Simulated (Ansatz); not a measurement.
# C₃H₂Cl₂: a ladder of functionals and wavefunction methods

An exercise on one series of results from a longer session: the logs are not shown, and one member is left open.

Method: functionals in def2-TZVPP, the program's frozen cores in correlated methods; program: Ansatz 0.2.0, Gaussian basis.

The runs, in order: LDA (SPW92), PBE-D4, revPBE-D4, BLYP-D4, r2SCAN-D4, B97M-V, PBE0-D4, B3LYP-D4, r2SCANh-D4, r2SCAN0-D4, HSE06-D4, BHLYP-D4, CAM-B3LYP-D4, LC-ωPBE, ωB97X-V, ωB97M-V, B2PLYP, PBE-QIDH; CCSD(T)/def2-SVP; CCSD(T)/def2-TZVPP; MP2/def2-QZVPP; extrapolation to the limit; RPA on PBE.

## Structure used throughout

An earlier PBE0-D4 in a triple-zeta def2 set relaxation fixed the geometry.

SMILES `ClC1=CC1Cl`, 7 atoms, charge 0, spin multiplicity 1.

Atoms are counted from 1 here; the program's logs count them from 0.

Bond lengths: Cl1–C2 1.670 Å, C2–C3 1.294 Å, C2–C4 1.455 Å, C3–C4 1.482 Å, C3–H6 1.076 Å, C4–Cl5 1.793 Å, C4–H7 1.086 Å. Angles: Cl1–C2–C3 150.0°, Cl1–C2–C4 145.0°, C3–C2–C4 64.9°, C2–C3–C4 62.8°, C2–C3–H6 152.0°, C4–C3–H6 145.1°, C2–C4–C3 52.3°, C2–C4–Cl5 120.0°, C2–C4–H7 123.7°, C3–C4–Cl5 120.0°, C3–C4–H7 123.3°, Cl5–C4–H7 108.2°.

The first run:

in.yaml reads:

```yaml
crystal:
  periodic: [false, false, false]
  atoms:
    - {symbol: Cl, position_ang: [-1.904349, -1.542642, -0.332803]}
    - {symbol: C, position_ang: [-0.532647, -0.645677, -0.010441]}
    - {symbol: C, position_ang: [0.459662, -0.356346, 0.768586]}
    - {symbol: C, position_ang: [0.309395, 0.449457, -0.466126]}
    - {symbol: Cl, position_ang: [-0.285164, 2.137589, -0.366867]}
    - {symbol: H, position_ang: [1.027011, -0.487624, 1.673362]}
    - {symbol: H, position_ang: [0.987291, 0.377142, -1.311410]}
basis:
  gaussian: {orbitals: def2-TZVPP}
hamiltonian: {xc: lda}
output: {orbitals: {seedname: orbitals}}
```

Started as:

```sh
> ansatz run in.yaml --threads 2 --pin off --events-out ev --progress --plain --max-ram 4352MiB
```

Steps of the session up to this table: LDA; PBE-D4 (GGA); revPBE-D4 (GGA); BLYP-D4 (GGA); r2SCAN-D4 (meta-GGA); B97M-V (meta-GGA); B3LYP-D4 (hybrid); r2SCANh-D4 (hybrid); r2SCAN0-D4 (hybrid); HSE06-D4 (hybrid); BHLYP-D4 (hybrid); CAM-B3LYP-D4 (range-separated); LC-ωPBE (range-separated); ωB97X-V (range-separated); ωB97M-V (range-separated); B2PLYP (double hybrid); PBE-QIDH (double hybrid).

One of the session's tables, all rows but one given; the rest of the session is left out.

It belongs to the step «Frontier levels by functional». 

| functional | HOMO (eV) | gap (eV) |
| --- | --- | --- |
| LDA (SPW92) | -6.83 | 4.90 |
| PBE-D4 | -6.69 | 5.02 |
| revPBE-D4 | -6.63 | 5.06 |
| BLYP-D4 | -6.53 | 5.02 |
| r2SCAN-D4 | -6.98 | 5.52 |
| B97M-V | -7.04 | 5.72 |
| PBE0-D4 | -7.94 | 7.30 |
| B3LYP-D4 | ? | ? |
| r2SCANh-D4 | -7.44 | 6.36 |
| r2SCAN0-D4 | -8.10 | 7.57 |
| HSE06-D4 | -7.55 | 6.51 |
| BHLYP-D4 | -8.92 | 9.42 |
| CAM-B3LYP-D4 | -9.21 | 9.74 |
| LC-ωPBE | -10.57 | 12.27 |
| ωB97X-V | -10.19 | 11.82 |
| ωB97M-V | -10.05 | 11.59 |

**Question.** Estimate the row for B3LYP-D4.

Worked estimate for «HOMO (eV)». Against the share of exact exchange, BLYP-D4 (0, -6.53), BHLYP-D4 (0.5, -8.92) give a slope of -4.78 per unit share; at 0.2 the line stands at -7.49.

**Answer.** HOMO (eV): -7.70; gap (eV): 6.83. In «HOMO (eV)» the line misses by +0.21.
